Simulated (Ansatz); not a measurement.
**BClO (boron chloride oxide): levels of theory compared**

Wanted: a comparison of 6 runs (B2PLYP/STO-3G, BHLYP/STO-3G, revPBE/STO-3G, wB97M-V/STO-3G, wB97X/STO-3G, CCSD(T)/STO-3G) of BClO (boron chloride oxide). 

Program for the calculation: Ansatz 0.2.0.

61 further runs of the same task are left out: 15 that didn't finish, 46 set aside as unsound or not needed.

## 1. The system as given

The species is BClO (3 atoms), meant as a singlet with charge 0. As SMILES, `O=BCl`. The B2–O1 distance was set to 2.386 Å, away from the relaxed value. At this shape a bond of the SMILES string is far longer than usual.

Bond lengths: B2–Cl3 1.639 Å. A long bond or contact: O1–B2 2.386 Å.

## 2. The energy at B2PLYP/STO-3G (run 1)

Contents of molecule.yaml:

```yaml
crystal:
  periodic: [false, false, false]
  atoms:
    - {symbol: O, position_ang: [1.926069, 1.145797, 1.184528]}
    - {symbol: B, position_ang: [0.113080, 0.066620, 0.069470]}
    - {symbol: Cl, position_ang: [-1.132640, -0.672810, -0.696460]}
basis:
  gaussian:
    orbitals: STO-3G
hamiltonian:
  xc: {name: B2PLYP}
correlation:
  frozen_orbitals: {B: 1, Cl: 5, O: 1}
accuracy: high
```

Run with:

```console
$ ansatz run molecule.yaml --threads 1 --pin off --max-ram 2610MiB --events-out events.jsonl --progress --plain --runs-dir runs
```

Output:

```text
Warning: RAYON_NUM_THREADS=1 ignored (pool sized by the plan → 1); use --threads N
Functional definition: B2PLYP
  name "B2PLYP"
  parameter a = 0.53
  parameter c = 0.27
  exchange = (1 - a)*b88_x + a*exact_x
  correlation = (1 - c)*lyp_c + c*(mp2_os + mp2_ss)
312 factors; integrals over basis functions are off by at most 2.5e-8 eV
mean field evaluation 1: about -15036.3880 eV, gradient 5.6e1 eV
mean field evaluation 2: about -15036.3710 eV, gradient 5.6e1 eV
mean field evaluation 4: about -15016.3418 eV, gradient 4.5e1 eV
mean field evaluation 8: about -15047.9198 eV, gradient 3.6e1 eV
mean field evaluation 16: about -15054.9916 eV, gradient 1.1e-3 eV
mean field evaluation 32: about -14987.7174 eV, gradient 2.2e1 eV
mean field evaluation 64: about -15053.4596 eV, gradient 1.0e-1 eV
mean field -15054.99156878 eV, -553.2607355129 hartree, gradient 5.8e-8 eV, S^2 0.000000; 5 other end points of the search recorded, 0 dependent functions left out; unrestricted orbitals would lower it
7 core orbitals not correlated: weight in the atoms' cores, before any rotation towards them, 1.000 or more for the frozen orbitals, at most 0.000 for the correlated occupied ones
reference -15054.99158352 eV, -553.2607360546 hartree; 8, 8 occupied and 4, 4 virtual orbitals, 312 factors
second order -2.39553509 eV of doubles, -0.00000000 eV of singles
Total energy: -15055.63837799 eV, -553.2845053131 hartree
```

It took 2.4 s on 1 thread of Arm Neoverse V1, shared host; peak memory 0.09 GiB.

## 3. A single-point energy at BHLYP/STO-3G (run 2)

Contents of in.yaml:

```yaml
basis:
  gaussian: {orbitals: STO-3G}
crystal:
  periodic: [false, false, false]
  atoms:
    - symbol: O
      position_ang: [1.926069, 1.145797, 1.184528]
    - symbol: B
      position_ang: [0.113080, 0.066620, 0.069470]
    - symbol: Cl
      position_ang: [-1.132640, -0.672810, -0.696460]
hamiltonian: {xc: {name: BHLYP}}
accuracy: high
```

Run with:

```console
$ ansatz run in.yaml --threads 1 --pin off --max-ram 2610MiB --events-out events.jsonl --progress --plain --runs-dir runs
```

Output:

```text
Warning: RAYON_NUM_THREADS=1 ignored (pool sized by the plan → 1); use --threads N
Functional definition: BHLYP
  name "BHLYP"
  parameter a = 0.5
[... 1 set-up line as earlier in the session ...]
  correlation = lyp_c
312 factors; integrals over basis functions are off by at most 2.5e-8 eV
mean field evaluation 1: about -15044.6971 eV, gradient 5.6e1 eV
mean field evaluation 2: about -14867.5735 eV, gradient 8.5e1 eV
mean field evaluation 4: about -15049.5848 eV, gradient 4.9e1 eV
mean field evaluation 8: about -15058.3276 eV, gradient 3.3e1 eV
mean field evaluation 16: about -15063.1630 eV, gradient 1.3e-7 eV
mean field -15063.16300558 eV, -553.5610302765 hartree, gradient 2.6e-8 eV, S^2 0.000000; 2 other end points of the search recorded, 0 dependent functions left out
reference -15063.16302130 eV, -553.5610308542 hartree; 15, 15 occupied and 4, 4 virtual orbitals, 312 factors
Total energy: -15063.16302130 eV, -553.5610308542 hartree
```

Run time: 1 s. Hardware: 1 thread of Arm Neoverse V1, shared host.

Run 3 isn't shown in full; the table further down has it.

## 4. The energy at wB97M-V/STO-3G (run 4)

Contents of run.yaml:

```yaml
crystal:
  periodic: [false, false, false]
  atoms:
    - symbol: O
      position_ang: [1.926069, 1.145797, 1.184528]
    - symbol: B
      position_ang: [0.113080, 0.066620, 0.069470]
    - symbol: Cl
      position_ang: [-1.132640, -0.672810, -0.696460]
basis:
  gaussian:
    orbitals: STO-3G
hamiltonian:
  xc: {name: wB97M-V}
accuracy: high
```

Run with:

```console
$ ansatz run run.yaml --threads 1 --pin off --max-ram 2610MiB --events-out events.jsonl --progress --plain --runs-dir runs
```

Output, shortened:

```text
Warning: RAYON_NUM_THREADS=1 ignored (pool sized by the plan → 1); use --threads N
Functional definition: wB97M-V
  name "wB97M-V"
[...]
  gx(w, u) = 1 - cx + cx01*u + cx10*w
  gss(w, u) = css00 + css04*u^4 + css10*w + css20*w^2 + css43*w^4*u^3
  gos(w, u) = cos00 + cos10*w + (cos20 + cos21*u)*w^2 + (cos60 + cos61*u)*w^6
[...]
      + integral(e_c_pw_mod_opposite_spin*gos(b97_w_opposite, b97_u_opposite)) + vv10(b, c)
312 factors; integrals over basis functions are off by at most 2.5e-8 eV
131 factors; integrals over basis functions are off by at most 6.3e-10 eV
[...]
mean field -15064.99097201 eV, -553.6282068038 hartree, gradient 6.6e-8 eV, S^2 0.000000; 2 other end points of the search recorded, 0 dependent functions left out
reference -15064.99097366 eV, -553.6282068642 hartree; 15, 15 occupied and 4, 4 virtual orbitals, 312 factors
Total energy: -15064.99097366 eV, -553.6282068642 hartree
```

Run time: 12 s. Hardware: 1 thread of Arm Neoverse V1, shared host; peak memory 0.23 GiB.

Run 5 isn't shown in full; the table further down has it.

## 5. The energy at CCSD(T)/STO-3G (run 6)

Contents of input.yaml:

```yaml
crystal:
  periodic: [false, false, false]
  atoms:
    - symbol: O
      position_ang: [1.926069, 1.145797, 1.184528]
    - symbol: B
      position_ang: [0.113080, 0.066620, 0.069470]
    - symbol: Cl
      position_ang: [-1.132640, -0.672810, -0.696460]
basis:
  gaussian: {orbitals: STO-3G}
correlation: {method: ccsd_t, frozen_orbitals: {B: 1, Cl: 5, O: 1}}
accuracy: high
scf: {omitted_lower_state_checks: [cluster_reference, increment]}
```

Run with:

```console
$ ansatz run input.yaml --threads 1 --pin off --max-ram 2610MiB --events-out events.jsonl --progress --plain --runs-dir runs
```

Output:

```text
Warning: RAYON_NUM_THREADS=1 ignored (pool sized by the plan → 1); use --threads N
[... 15 lines left out ...]
7 core orbitals not correlated: weight in the atoms' cores, before any rotation towards them, 1.000 or more for the frozen orbitals, at most 0.000 for the correlated occupied ones
[... 151 lines left out ...]
Total energy: -15037.46988526 eV, -552.6168255200 hartree
Checks for a lower state left out: cluster_reference, increment
```

It took 0.44 s on 1 thread of Arm Neoverse V1, shared host.

## 6. All runs side by side

| run | level | frozen core orbitals | energy (Eh) | wall time |
| --- | --- | --- | --- | --- |
| 1 | B2PLYP/STO-3G | 7 | -553.284505 | 2.4 s |
| 2 | BHLYP/STO-3G | – | -553.561031 | 1 s |
| 3 | revPBE/STO-3G | – | -553.495878 | 0.89 s |
| 4 | wB97M-V/STO-3G | – | -553.628207 | 12 s |
| 5 | wB97X/STO-3G | – | -553.561350 | 3.9 s |
| 6 | CCSD(T)/STO-3G | 7 | -552.616826 | 0.44 s |

## 7. Results

```
                                          quantity          value
                               run 6: total energy  -552.61683 Eh
run 6: correlation energy (7 core orbitals frozen)      -96.3 mEh
                             run 6: (T) correction      -4.64 mEh
                              run 6: T1 diagnostic          0.055
```

In words: Totals of different functionals can't be ranked against each other. In run 6 the T1 diagnostic is large, so a single reference may not serve. In runs 1, 6 the log says that unrestricted orbitals would lower the reference, so the values rest on an unstable closed-shell determinant (other closed-shell runs at this shape may share the fault). In runs 1, 2, 3, 4, 5, 6 the basis is minimal, so the values are rough. All runs together took 21 s, the longest 12 s.
